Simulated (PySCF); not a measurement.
Running PySCF for SiC⁺

File input.py (PySCF 2.14):

```python
from pyscf import gto, scf, solvent

mol = gto.M(
    atom='Si 0 0 0; C 0 0 2.021',
    basis='6-31+g*',
    charge=1,
    spin=3,
    verbose=4,
)
mf = scf.UHF(mol)
mf = solvent.PCM(mf)
mf.with_solvent.eps = 78.36
mf.kernel()
mf.analyze()
print('orbital energies (hartree):', [e[max(0, n-3):n+3].round(4) for e, n in zip(mf.mo_energy, mol.nelec)])
```

```bash
$ OMP_NUM_THREADS=1 python input.py
```

Output (some set-up lines and the per-cycle HOMO/LUMO lines with their warnings removed):

```
PySCF version 2.14.0

[INPUT] verbose = 4
[INPUT] num. atoms = 2
[INPUT] num. electrons = 19
[INPUT] charge = 1
[INPUT] spin (= nelec alpha-beta = 2S) = 3
[INPUT] symmetry False subgroup None
[INPUT] Mole.unit = angstrom
[INPUT] Symbol           X                Y                Z      unit          X                Y                Z       unit  Magmom
[INPUT]  1 Si     0.000000000000   0.000000000000   0.000000000000 AA    0.000000000000   0.000000000000   0.000000000000 Bohr   0.0
[INPUT]  2 C      0.000000000000   0.000000000000   2.021000000000 AA    0.000000000000   0.000000000000   3.819136497746 Bohr   0.0

nuclear repulsion = 21.9945006023157
number of shells = 18
number of NR pGTOs = 86
number of NR cGTOs = 40
basis = 6-31+g*
ecp = {}

******** <class 'pyscf.solvent._attach_solvent.PCMUHF'> ********
method = PCMUHF
initial guess = minao
damping factor = 0
level_shift factor = 0
DIIS = <class 'pyscf.scf.diis.CDIIS'>
diis_start_cycle = 1
diis_space = 8
diis_damp = 0
SCF conv_tol = 1e-09
SCF conv_tol_grad = None
SCF max_cycles = 50
direct_scf = True
direct_scf_tol = 1e-13
number electrons alpha = 11  beta = 8
******** <class 'pyscf.solvent.pcm.PCM'> (In testing) ********

WARN: PCM is an experimental feature. It is still in testing.
Features and APIs may be changed in the future.

lebedev_order = 29 (302 grids per sphere)
eps = 78.36
frozen = False
Set gradient conv threshold to 3.16228e-05
PCM E_diel = -3.01494699053254e-05
Solvent Energy = -3.01494699053254e-05
init E= -326.150054476532

PCM E_diel = -0.104685749103591
Solvent Energy = -0.104685749103591
cycle= 1 E= -326.270860000641  delta_E= -0.121  |g|= 0.288  |ddm|= 0.989
PCM E_diel = -0.107183409326536
Solvent Energy = -0.107183409326536
cycle= 2 E= -326.368089675799  delta_E= -0.0972  |g|= 0.145  |ddm|= 0.572
PCM E_diel = -0.103101099121347
Solvent Energy = -0.103101099121347
cycle= 3 E= -326.387301516065  delta_E= -0.0192  |g|= 0.0526  |ddm|= 0.201
PCM E_diel = -0.104390026759967
Solvent Energy = -0.104390026759967
cycle= 4 E= -326.397420396098  delta_E= -0.0101  |g|= 0.0396  |ddm|= 0.145
PCM E_diel = -0.104785473703163
Solvent Energy = -0.104785473703163
cycle= 5 E= -326.404910386548  delta_E= -0.00749  |g|= 0.0283  |ddm|= 0.14
PCM E_diel = -0.104800629553941
Solvent Energy = -0.104800629553941
cycle= 6 E= -326.410283772723  delta_E= -0.00537  |g|= 0.0141  |ddm|= 0.161
PCM E_diel = -0.104508069366276
Solvent Energy = -0.104508069366276
cycle= 7 E= -326.411433162125  delta_E= -0.00115  |g|= 0.00363  |ddm|= 0.094
PCM E_diel = -0.10441508013448
Solvent Energy = -0.10441508013448
cycle= 8 E= -326.411479505861  delta_E= -4.63e-05  |g|= 0.00135  |ddm|= 0.0177
PCM E_diel = -0.104391253069757
Solvent Energy = -0.104391253069757
cycle= 9 E= -326.411485810326  delta_E= -6.3e-06  |g|= 0.000533  |ddm|= 0.00664
PCM E_diel = -0.104393032789593
Solvent Energy = -0.104393032789593
cycle= 10 E= -326.411487025203  delta_E= -1.21e-06  |g|= 0.00025  |ddm|= 0.00359
PCM E_diel = -0.104391682778423
Solvent Energy = -0.104391682778423
cycle= 11 E= -326.411487239582  delta_E= -2.14e-07  |g|= 0.000151  |ddm|= 0.00218
PCM E_diel = -0.104391615349952
Solvent Energy = -0.104391615349952
cycle= 12 E= -326.411487312187  delta_E= -7.26e-08  |g|= 3.98e-05  |ddm|= 0.000896
PCM E_diel = -0.104391028748857
Solvent Energy = -0.104391028748857
cycle= 13 E= -326.411487317714  delta_E= -5.53e-09  |g|= 1.17e-05  |ddm|= 0.000281
PCM E_diel = -0.104390435875552
Solvent Energy = -0.104390435875552
cycle= 14 E= -326.411487318094  delta_E= -3.8e-10  |g|= 3.07e-06  |ddm|= 7.45e-05
PCM E_diel = -0.104390366777
Solvent Energy = -0.104390366777
Extra cycle  E= -326.411487318108  delta_E= -1.45e-11  |g|= 1.38e-06  |ddm|= 7.49e-06
converged SCF energy = -326.411487318108  <S^2> = 3.7552535  2S+1 = 4.0026259
**** SCF Summaries ****
Total Energy =                        -326.411487318108300
Nuclear Repulsion Energy =              21.994500602315689
One-electron Energy =                 -488.680389532366235
Two-electron Energy =                  140.378791978719278
Two-electron Coulomb Energy =          165.556757054220355
DFT Exchange-Correlation Energy =      -25.177965075501078
**** MO energy ****
                             alpha | beta                alpha | beta
MO #1   energy= -68.9919394023045  | -68.9897306344813  occ= 1 | 1
MO #2   energy= -11.3739086193793  | -11.314416707234   occ= 1 | 1
MO #3   energy= -6.3320029904494   | -6.32959360259424  occ= 1 | 1
MO #4   energy= -4.43216828206014  | -4.4279880578209   occ= 1 | 1
MO #5   energy= -4.4313929568845   | -4.42798805782089  occ= 1 | 1
MO #6   energy= -4.43139295688448  | -4.42349371633152  occ= 1 | 1
MO #7   energy= -0.971045838448569 | -0.743427911803166 occ= 1 | 1
MO #8   energy= -0.671094467748936 | -0.516930166804106 occ= 1 | 1
MO #9   energy= -0.472463684239545 | -0.064049256819605 occ= 1 | 0
MO #10  energy= -0.472463684239543 | -0.0640492568196038 occ= 1 | 0
MO #11  energy= -0.471856674293242 | -0.0151423651486082 occ= 1 | 0
MO #12  energy= -0.0477377883422436 | 0.0646388022024409 occ= 0 | 0
MO #13  energy= -0.0477377883422414 | 0.0765315160226492 occ= 0 | 0
MO #14  energy= 0.0527601287162187 | 0.0868254203208167 occ= 0 | 0
[26 lines left out]

To work with the spin densities directly, `use mulliken_meta_spin()` only printing them here.

 ** Mulliken spin pop alpha/beta on meta-lowdin orthogonal AOs **
 ** Mulliken Spin Density (per AO)  **
 ** Mulliken Spin Density (per atom)  **
spin density of  0 Si =      0.36740
spin density of  1 C =      2.63260
 ** Mulliken pop alpha/beta on meta-lowdin orthogonal AOs **
 ** Mulliken pop       alpha | beta **
pop of  0 Si 1s        1.00000 | 1.00000
pop of  0 Si 2s        0.99998 | 0.99998
pop of  0 Si 3s        0.91615 | 0.93035
pop of  0 Si 4s        0.00386 | 0.00290
pop of  0 Si 5s        0.00012 | 0.00023
pop of  0 Si 2px       1.00000 | 1.00000
pop of  0 Si 2py       1.00000 | 1.00000
pop of  0 Si 2pz       1.00000 | 1.00000
pop of  0 Si 3px       0.11144 | 0.00000
pop of  0 Si 3py       0.11144 | 0.00000
pop of  0 Si 3pz       0.44524 | 0.30398
pop of  0 Si 4px       0.00071 | 0.00000
[28 lines left out]
In total            11.00000 | 8.00000
 ** Mulliken atomic charges   ( Nelec_alpha | Nelec_beta ) **
charge of  0Si =      1.13822  (     6.61459      6.24719 )
charge of  1C =     -0.13822  (     4.38541      1.75281 )

WARN: System has nonzero charge 1; the dipole moment is origin-dependent.
Location of origin: [0. 0. 0.]

Dipole moment(X, Y, Z, Debye): -0.00000,  0.00000, -0.18395
orbital energies (hartree): [array([-0.4725, -0.4725, -0.4719, -0.0477, -0.0477,  0.0528]), array([-4.4235, -0.7434, -0.5169, -0.064 , -0.064 , -0.0151])]
```

In short: E(SCF) = -326.411487 Eh, 14 cycles, ⟨S²⟩ = 3.755.

Run time: 2.1 s on 1 thread of Arm Neoverse V2 (shared host).

The bond length is a typed value, not an optimised one. The dipole of an ion depends on the origin. No search for the lowest solution was made.
